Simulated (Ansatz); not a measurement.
# C3H5FO: vertical spin-state energies, by script

A script is to give vertical spin-state energies; the system is C3H5FO. SMILES: FCC1CO1.

All numbers are computed with the Python package of Ansatz 0.2.0. Level of theory: MP2/def2-TZVP.

## 1. Starting point

Bond lengths: F1–C2 1.345 Å, C2–C3 1.472 Å, C3–C4 1.576 Å, C3–O5 1.462 Å, C4–O5 1.406 Å, C2–H6 1.093 Å, C2–H7 1.089 Å, C3–H8 1.058 Å, C4–H9 1.018 Å, C4–H10 1.118 Å. Angles (14 of 19 angles, heavy atoms first): F1–C2–C3 106.0°, C2–C3–C4 121.7°, C2–C3–O5 114.7°, C4–C3–O5 55.0°, C3–C4–O5 58.4°, C3–O5–C4 66.7°, F1–C2–H6 107.6°, F1–C2–H7 112.4°, C3–C2–H6 113.9°, C3–C2–H7 109.6°, C2–C3–H8 117.4°, C4–C3–H8 117.3°, O5–C3–H8 114.6°, C3–C4–H9 117.1°.

No structure file is read: the coordinates are typed or built in the script.

## 2. The script

Input file run_spin.py:

```python
"""Vertical spin-state energies of C3H5FO."""

import ansatz as az

BASIS_SET = "def2-TZVP"
METHOD = "mp2"

geometry_ang = [
    ("F", [-1.9993, -0.2951, 0.2903]),
    ("C", [-0.9863, 0.5699, 0.4773]),
    ("C", [0.0379, 0.2161, -0.5189]),
    ("C", [1.1829, -0.8187, -0.1985]),
    ("O", [1.4058, 0.5679, -0.1416]),
    ("H", [-0.6521, 0.4673, 1.5127]),
    ("H", [-1.2922, 1.605, 0.3353]),
    ("H", [-0.1948, 0.3836, -1.5375]),
    ("H", [1.5395, -1.3713, -0.9761]),
    ("H", [1.0417, -1.3759, 0.7601]),
]
geometry = az.Crystal.molecule()
for symbol, xyz in geometry_ang:
    geometry = geometry.atom(symbol, xyz)

model = geometry.calculation()
model = model.basis(gaussian=BASIS_SET)
model = model.correlation(METHOD)
found = {}
for unpaired in [0, 2]:
    r = model.spin("collinear", total=unpaired).run(threads=1, pin="off").report
    s = unpaired / 2
    found[unpaired] = r["free_energy_ev"]
    print(f"2S+1 = {unpaired + 1}: E = {found[unpaired]:.5f} eV, <S^2> = {abs(r['mean_field']['state']['spin_squared']):.3f} (pure state {s * (s + 1):.2f})")
lowest = min(found, key=found.get)
for unpaired, e in found.items():
    print(f"multiplicity {unpaired + 1}: {23.060548 * (e - found[lowest]):.1f} kcal/mol above the lowest")
```

## 3. The input behind the calls

The engine receives this input (first run):

```yaml
crystal:
  periodic: [false, false, false]
  atoms:
    - { symbol: F, position_ang: [-1.9993, -0.2951, 0.2903] }
    - { symbol: C, position_ang: [-0.9863, 0.5699, 0.4773] }
    - { symbol: C, position_ang: [0.0379, 0.2161, -0.5189] }
    - { symbol: C, position_ang: [1.1829, -0.8187, -0.1985] }
    - { symbol: O, position_ang: [1.4058, 0.5679, -0.1416] }
    - { symbol: H, position_ang: [-0.6521, 0.4673, 1.5127] }
    - { symbol: H, position_ang: [-1.2922, 1.605, 0.3353] }
    - { symbol: H, position_ang: [-0.1948, 0.3836, -1.5375] }
    - { symbol: H, position_ang: [1.5395, -1.3713, -0.9761] }
    - { symbol: H, position_ang: [1.0417, -1.3759, 0.7601] }
basis:
  gaussian:
    orbitals: def2-TZVP
magnetization:
  spin_polarized: true
  initial_magnetization: 0.0
correlation:
  method: mp2
```

## 4. Running it

Started as:

```console
$ python run_spin.py
```

**Question.** Which spin state is lowest at this geometry, and how far above lie the others?

**Answer**, as computed:

| quantity | value |
| --- | --- |
| runs compared | 2 |
| lowest | run 1 (2S+1 = 1) |
| next above it by | 7.342 eV |

What this shows: In order: multiplicity 1 (+0.00 eV) and multiplicity 3 (+7.34 eV), all at the one geometry. The geometry is a force-field or estimated start, not a minimum of this method, and the basis set is short of its limit. All parts are taken at fixed geometry, without zero-point energy.
